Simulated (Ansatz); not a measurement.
## Ansatz input wanted

The species is SiNH2Cl (5 atoms), meant as a singlet with charge 0.

```
atom    x (Å)    y (Å)    z (Å)
   N  -0.8172   0.8392  -0.1065
  Si  -0.4527   0.0361   1.3551
  Cl  -0.4787  -1.8660   0.6055
   H  -0.9793   1.8311  -0.1431
   H  -1.2105   0.3664  -0.9088
```

Settings wanted:

```
basis set              : pcseg-1
integral approximation : automatic
task                   : energy
method                 : DFT
functional             : HSE06
dispersion             : D3(BJ)-ATM
reference              : RKS
relativity             : none
accuracy               : medium
```

**Question.** Give an Ansatz 0.2.0 job that does this.

**Answer.** This one ran through:

job.yaml:
```yaml
basis:
  gaussian:
    orbitals: pcseg-1.json
crystal:
  periodic: [false, false, false]
  atoms:
    - {symbol: N, position_ang: [-0.817230, 0.839230, -0.106540]}
    - {symbol: Si, position_ang: [-0.452740, 0.036140, 1.355120]}
    - {symbol: Cl, position_ang: [-0.478720, -1.866040, 0.605460]}
    - {symbol: H, position_ang: [-0.979260, 1.831140, -0.143150]}
    - {symbol: H, position_ang: [-1.210520, 0.366390, -0.908770]}
hamiltonian:
  xc: {name: HSE06}
  dispersion: d3bjatm
```

```bash
$ ansatz run job.yaml --threads 1 --pin off --max-ram 2610MiB --events-out events.jsonl --progress --plain --runs-dir runs
```

(Basis files named in the input come from the Basis Set Exchange and aren't shown.)

Calculated total energy: -805.30227 Eh.
